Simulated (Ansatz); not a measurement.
Relaxation of H₄OSi (6 atoms, charge 0, multiplicity 1), to a largest force component of 0.02 eV/Å in at most 40 steps.

Level of theory: RKS PBE/def2-SVP in Ansatz.

```xyz
6
Properties=species:S:1:pos:R:3
Si 0.000 0.000 0.000
O 0.000 0.000 1.680
H -0.909 -0.281 2.017
H 1.377 0.000 -0.486
H -0.688 1.191 -0.486
H -0.688 -1.191 -0.486
```

Task: Where does it end, and by what steps?

Result: The forces met the threshold. After 5 steps the energy has fallen by 0.120 eV; H3 moved furthest, 0.17 Å.

```csv
step,energy less start (eV),largest force component (eV/Å),accepted
0,0.0000,1.463,yes
1,-0.1003,0.531,yes
2,-0.1134,0.156,yes
3,-0.1190,0.081,yes
4,-0.1195,0.043,yes
5,-0.1196,0.001,yes
```

```xyz
6
Properties=species:S:1:pos:R:3
Si -0.024 -0.027 0.001
O 0.006 -0.104 1.682
H -0.867 -0.144 2.109
H 1.410 0.021 -0.429
H -0.740 1.202 -0.506
H -0.692 -1.230 -0.618
```

Whether the end is a true minimum wasn't checked by a vibrational analysis.

Run time: 5.7 s on 1 thread of Arm Neoverse V2 (shared host), peak memory 0.1 GiB.
